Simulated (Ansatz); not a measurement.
**How methods differ on BH2SCl (SMILES SBCl)**

The species is BH2SCl (5 atoms), meant as a singlet with charge 0. As SMILES, `SBCl`. Geometry: relaxed at PBE0-D4/def2-TZVP. This is one conformer, not always the lowest.

```xyz
5

S    -1.2945   -0.0088   -0.3235
B     0.4029   -0.2178    0.1647
Cl    0.8887   -1.7389    0.8689
H    -1.1576    1.2482   -0.7771
H     1.2104    0.6434    0.0257
```

Each level gives the energy change with the S1–H4 bond stretched from 1.343 to 2.687 Å (eV). The values are calculated.

```json
{"level": "HF/STO-3G (restricted)", "kind": "Hartree–Fock", "program": "Ansatz", "value (eV)": "7.68", "less FCI/STO-3G": "+3.93", "CPU time (all runs)": "0.34 s"}
{"level": "SVWN5/STO-3G (restricted)", "kind": "LDA", "program": "Ansatz", "value (eV)": "5.27", "less FCI/STO-3G": "+1.52", "CPU time (all runs)": "1.9 s"}
{"level": "PBE/STO-3G (restricted)", "kind": "GGA", "program": "Ansatz", "value (eV)": "5.02", "less FCI/STO-3G": "+1.27", "CPU time (all runs)": "3.1 s"}
{"level": "revPBE/STO-3G (restricted)", "kind": "GGA", "program": "Ansatz", "value (eV)": "4.93", "less FCI/STO-3G": "+1.18", "CPU time (all runs)": "3 s"}
{"level": "r2SCAN0/STO-3G (restricted)", "kind": "hybrid meta-GGA", "program": "Ansatz", "value (eV)": "6.03", "less FCI/STO-3G": "+2.28", "CPU time (all runs)": "6.5 s"}
{"level": "wB97X/STO-3G (restricted)", "kind": "range-separated hybrid", "program": "Ansatz", "value (eV)": "6.37", "less FCI/STO-3G": "+2.62", "CPU time (all runs)": "13 s"}
{"level": "B2PLYP/STO-3G (restricted)", "kind": "double hybrid", "program": "Ansatz", "value (eV)": "5.39", "less FCI/STO-3G": "+1.64", "CPU time (all runs)": "4 s"}
{"level": "MP2/STO-3G (restricted)", "kind": "perturbation theory", "program": "Ansatz", "value (eV)": "5.31", "less FCI/STO-3G": "+1.56", "CPU time (all runs)": "0.49 s"}
{"level": "CCSDTQ/STO-3G (restricted)", "kind": "coupled cluster or CI", "program": "Ansatz", "value (eV)": "3.75", "less FCI/STO-3G": "0.00", "CPU time (all runs)": "23 s"}
{"level": "FCI/STO-3G", "kind": "exact in the basis", "program": "Ansatz", "value (eV)": "3.75", "less FCI/STO-3G": "0.00", "CPU time (all runs)": "41 s"}
```

FCI/STO-3G is exact within its basis and frozen core, so for wave-function methods in that basis the difference is their error; functionals converge differently with the basis, so for them it is only a difference. Spin-restricted single references rise too steeply as a bond breaks, Hartree–Fock most of all. Perturbation and coupled-cluster corrections on them can overshoot downwards. The first shape isn't each level's own minimum. The values span 3.75 to 7.68 eV. All rows use very small basis sets, so even the best lies far from the true value. Times are those of the runs behind each value, whatever else they computed, on shared processors of several kinds: orders of magnitude only.
